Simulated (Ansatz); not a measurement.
# PH4+ (singlet): the correlation ladder at scale of all distances = 1.000, 6-31G

How much of the correlation energy of PH4+ (singlet) does each wave-function method recover here?

Method: 6-31G, core rule «outside noble gas», up to 5 orbitals frozen; program: Ansatz 0.2.0, Gaussian basis.

Plan: UHF; CCSD(T) on RHF; BCCD(T) on RHF; CISD; CCSDT(Q) on RHF; CISDTQ; CCSDTQ on RHF; CASSCF and MRCISD+Q, 2 electrons in 2 orbitals; CASSCF and NEVPT2, 2 electrons in 2 orbitals; CASSCF and MRCISD+Q, 8 electrons in 8 orbitals; CASSCF and NEVPT2, 8 electrons in 8 orbitals; Full CI.

15 further runs of the same task are left out: 4 for a known fault of the program, 8 that didn't finish, 3 set aside as unsound or not needed.

## 1. What is computed

The geometry derives from a PBE0/def2-TZVP stationary point (not a proven minimum). All distances are scaled together.

5 atoms, charge 1, spin multiplicity 1.

Atoms are counted from 1 here; the program's logs count them from 0.

Bond lengths: P1–H2 1.401 Å, P1–H3 1.401 Å, P1–H4 1.401 Å, P1–H5 1.401 Å. Angles: H2–P1–H3 109.5°, H2–P1–H4 109.5°, H2–P1–H5 109.5°, H3–P1–H4 109.5°, H3–P1–H5 109.5°, H4–P1–H5 109.5°.

## 2. UHF

The input, in.yaml:

```yaml
crystal:
  periodic: [false, false, false]
  atoms:
    - {symbol: P, position_ang: [0.000000, 0.000000, 0.000000]}
    - {symbol: H, position_ang: [0.807173, 0.810283, 0.808501]}
    - {symbol: H, position_ang: [-0.810979, -0.806178, 0.808796]}
    - {symbol: H, position_ang: [-0.806323, 0.807018, -0.812604]}
    - {symbol: H, position_ang: [0.810129, -0.811123, -0.804693]}
basis:
  gaussian: {orbitals: 6-31G}
total_charge: 1
magnetization: {spin_polarized: true, initial_magnetization: 0}
hamiltonian: {xc: hf}
output: {orbitals: {seedname: orbitals}}
```

Command:

```
$ ansatz run in.yaml --threads 1 --pin off --events-out ev --progress --plain --max-ram 2393MiB
```

Further steps of the session: CCSD(T) on RHF; BCCD(T) on RHF; CISD; CCSDT(Q) on RHF; CISDTQ; CCSDTQ on RHF; CASSCF and MRCISD+Q, 2 electrons in 2 orbitals; CASSCF and NEVPT2, 2 electrons in 2 orbitals; CASSCF and MRCISD+Q, 8 electrons in 8 orbitals; CASSCF and NEVPT2, 8 electrons in 8 orbitals; Full CI.

**Question.** What will the summary of the whole plan be? Wanted: FCI below the RHF energy; RMP2 from FCI; RCCSD from FCI; RCCSD(T) from FCI; RCCSDT(Q) from FCI; NEVPT2 pair from FCI; MRCISD+Q pair from FCI; NEVPT2 valence from FCI; T1 diagnostic.

The runs gave:

```
                         quantity                                                                                                          value
         FCI below the RHF energy                                                                                                     -2.5110 eV
                    RMP2 from FCI                                                                                                     +678.6 meV
                   RCCSD from FCI                                                                                                      +28.0 meV
                RCCSD(T) from FCI                                                                                                       +7.0 meV
               RCCSDT(Q) from FCI                                                                                                       +0.1 meV
             NEVPT2 pair from FCI                                                                                                     +571.6 meV
           MRCISD+Q pair from FCI                                                                                                      -11.9 meV
          NEVPT2 valence from FCI                                                                                                     +129.1 meV
levels within 1 kcal/mol (43 meV)  RCCSD, RCCSD(T), BCCD(T), RCCSDT, CISDTQ, RCCSDT(Q), RCCSDTQ, MRCISD+Q pair, MRCISD valence, MRCISD+Q valence
                    T1 diagnostic                                                                                                          0.004
   effectively unpaired electrons                                                                                                           0.03
```

**Reading.** RCCSD(T) lands +7.0 meV from the yardstick (0.3 % of the correlation energy). MRCISD+Q pair falls below full CI: the +Q correction isn't variational, and the cores differ from full CI's. One determinant dominates. Of the multireference levels listed MRCISD+Q valence comes nearest in total energy (+6.9 meV), which doesn't show that its space is the better one. These misses are within one basis, not against nature.
